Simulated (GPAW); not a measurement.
# C3H4O (SMILES C1=COC1): LDA (PW92)/real-space grid (scalar-relativistic datasets)

Aim: the charge distribution of C3H4O. Input form: an ASE script.

The calculation is run with GPAW 26.7.0.

4 further runs of the same task are left out: 4 set aside as unsound or not needed.

## Step 1: The structure to begin with

The species is C3H4O (8 atoms), meant as a singlet with charge 0. SMILES: `C1=COC1`. Geometry: relaxed at GFN2-xTB.

Bond lengths: C1–C2 1.334 Å, C2–O3 1.378 Å, C1–C4 1.502 Å, O3–C4 1.445 Å, C1–H5 1.067 Å, C2–H6 1.072 Å, C4–H7 1.089 Å, C4–H8 1.089 Å. Some angles: C1–C2–O3 97.3°, C2–C1–C4 87.3°, C2–O3–C4 88.0°, C1–C4–O3 87.4°, C1–C2–H6 140.1°, O3–C2–H6 122.6°, C2–C1–H5 138.0°, C4–C1–H5 134.6°, C1–C4–H7 117.0°, C1–C4–H8 117.0°.

## Step 2: Energy and one-electron properties at LDA (PW92)/real-space grid (scalar-relativistic datasets)

Contents of run.py:

```python
import numpy as np
from ase import Atoms
from ase.units import Bohr, Debye
from gpaw import GPAW

positions_bohr = np.array(
              [[ -0.760596,   1.045812,  -0.884146],
               [  0.487115,   1.621744,   1.229588],
               [  1.300150,  -0.784841,   1.800985],
               [  0.017801,  -1.649882,  -0.450322],
               [ -1.840404,   1.999047,  -2.295129],
               [  0.929783,   3.226972,   2.384626],
               [  1.341252,  -2.468946,  -1.796109],
               [ -1.475082,  -2.989925,   0.010507]])
system = Atoms(['C', 'C', 'O', 'C', 'H', 'H', 'H', 'H'], positions=positions_bohr * Bohr)
system.center(vacuum=4.5)

calc = GPAW(mode='fd', h=0.2, xc='LDA', maxiter=100, txt='-')
system.calc = calc

energy = system.get_potential_energy()
print(f'Energy = {energy:.5f} eV')
forces = system.get_forces()
print('Forces (eV/Ang)')
for symbol, f in zip(system.symbols, forces):
    print(f'{symbol:2} {f[0]:9.4f} {f[1]:9.4f} {f[2]:9.4f}')
dipole = system.get_dipole_moment() / Debye
print(f'Dipole                  {np.linalg.norm(dipole):.3f} D')
homo, lumo = calc.get_homo_lumo()
print(f'HOMO                    {homo:.3f} eV')
print(f'LUMO: {lumo:.3f} eV')
print(f'Gap: {lumo - homo:.3f} eV')
```

On the command line:

```console
$ python run.py > run.log
```

Standard output:

```text
[...]
Number of symmetries: 1
[...]
  Number of IBZ points: 1
[...]
Spin-components: 1 (collinear spins)
Bands:           18
[...]
  Valence electrons: 22.0
[...]
  Grid points: [52 60 56]
  Charge: 0.0  # |e|
[...]
    cutoffs:
[...]
occupation numbers:
  # Zero width
[...]
xc functional:
  name: None
[...]
|iter     |     time |      energy | eigst |  dens |
[...]
|iter:   1| 00:00:02 |  -54.199379 | +1.22 |       |
[...]
|iter:  14| 00:00:13 |  -49.654975c| -7.69c| -5.79c|
Converged in 14 steps
[...]
Energy contributions relative to reference atoms: (reference = -5132.831515)
Energy contributions:
  Kinetic:          54.606356
  Coulomb:         -57.418555
  Zero:              1.125087
  External:          0.000000
  Xc:              -47.967863
  Entropy:           0.000000
  Spinorbit:         0.000000
  ----------------------------
  Free energy:     -49.654975
  Extrapolated:    -49.654975
dipole moment: (-0.138522, 0.039380, -0.204235)  # |e|*Ang
Fermi level: -3.221
Eigenvalues  # (at kpt = [0.000, 0.000, 0.000])
| band index |      eig [eV] | occ [0-2] |
|------------|---------------|-----------|
|          0 |       -27.181 |     2.000 |
|        ... |               |           |
|          3 |       -13.499 |     2.000 |
|          4 |       -12.630 |     2.000 |
|          5 |       -11.993 |     2.000 |
|          6 |       -11.718 |     2.000 |
|          7 |        -9.002 |     2.000 |
|          8 |        -8.243 |     2.000 |
|          9 |        -8.181 |     2.000 |
|         10 |        -5.620 |     2.000 |
|         11 |        -0.821 |     0.000 |
|         12 |        -0.104 |     0.000 |
[...]
Gap: 4.799 eV
Transition (v -> c):
[...]
Forces (eV/Ang)
C     0.0662   -0.4264   -0.0455
C    -0.1931   -0.9427   -0.5633
O     0.4467   -0.0200    0.6670
C    -0.2141    0.9939   -0.0113
H    -0.3697    0.3816   -0.4428
H     0.2049    0.4636    0.4473
H     0.3258   -0.1396   -0.2060
H    -0.2821   -0.2569    0.1497
Dipole                  1.200 D
HOMO                    -5.620 eV
LUMO: -0.821 eV
Gap: 4.799 eV
```

It took 14 s on 1 thread of Arm Neoverse V1, shared host; peak memory 0.51 GiB.

## Step 3: Outcome

Level: LDA (PW92)/real-space grid (scalar-relativistic datasets).

```
                                              quantity        value
energy as printed (from the program's reference atoms)  -49.6550 eV
                                         dipole moment       1.20 D
                                           HOMO energy     -5.62 eV
                                           LUMO energy     -0.82 eV
                                         HOMO–LUMO gap      4.80 eV
```
